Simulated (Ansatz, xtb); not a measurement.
**CH2O2+: where a starting geometry ends**

The starting geometry of this gas-phase doublet has its atoms placed at random.

```xyz
5

C     0.2449   -0.3053    0.2380
O     0.4333   -1.5769   -1.1820
O     1.8854    0.4967    0.0554
H    -0.3050   -1.1169   -0.1111
H     1.8738   -0.5150   -0.4773
```

Problem. Guess where an optimisation with r2SCAN-D4/def2-SVP ends from this start.

Solution. It ends as `[H]/[O+]=[C]\O`. Distances that change by over a tenth: O3–H5 (1.14 → 0.99 Å). Contacts that open: C1–H4 (1.04 → 1.90 Å). Contacts that close: C1–O2 (1.92 → 1.26 Å), C1–O3 (1.84 → 1.24 Å), O2–H4 (1.38 → 0.99 Å).

The energy falls by 11.11 eV over 13 steps:

```
step  E − E(last) (eV)
   1            11.111
   2             8.212
   4             4.821
   5             2.664
   6             2.002
   8             0.688
   9             0.174
  10             0.060
  12             0.000
  13             0.000
```

Final geometry (Å):

```yaml
atoms:
  - { symbol: C, position_ang: [0.6169, -0.2897, 0.0754] }
  - { symbol: O, position_ang: [0.1481, -1.2587, -0.5708] }
  - { symbol: O, position_ang: [1.7486, 0.2090, 0.0079] }
  - { symbol: H, position_ang: [-0.7853, -1.4983, -0.3621] }
  - { symbol: H, position_ang: [2.4041, -0.1797, -0.6274] }
```

From the same start GFN2-xTB reaches the same bonding as this run.

From so rough a start the end depends on the optimiser's path, so another program may land elsewhere. No frequencies were run, so the end isn't proven a minimum. Open shells are spin-unrestricted. Run with Ansatz 0.2.0, 120 s on 1 thread of AMD EPYC (Zen 3), with other jobs on the host.
